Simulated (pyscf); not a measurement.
Structures and frequencies: ωB97X-D3(BJ)/def2-SVP in PySCF.

Q: HO–GeH₃ + HO–GeH₃ → H₃Ge–O–GeH₃ + water (H₂O)
Surface: singlet. Broken: Ge–O, H–O. Formed: Ge–O, H–O. Give ΔE‡ and ΔE from ωB97M-D3(BJ)/def2-TZVP, relative to the separated reactants.

A: ΔE‡ = 86.5 kJ/mol, ΔE = -8.2 kJ/mol. Zero-point energy shifts the barrier by -1.6 kJ/mol. It is a four-centre exchange, with an imaginary mode of 683i cm⁻¹. On the reactant side the descent ends in a complex, 30.1 kJ/mol under the separated species and 110.9 kJ/mol under the saddle at ωB97X-D3(BJ)/def2-TZVP. On the product side the descent ends in a complex (not fully relaxed), 25.1 kJ/mol under the separated species and 121.3 kJ/mol under the saddle at ωB97X-D3(BJ)/def2-TZVP. One saddle was located; it need not be the lowest between these sides. Elements up to Kr have no core potential and no relativistic terms here.
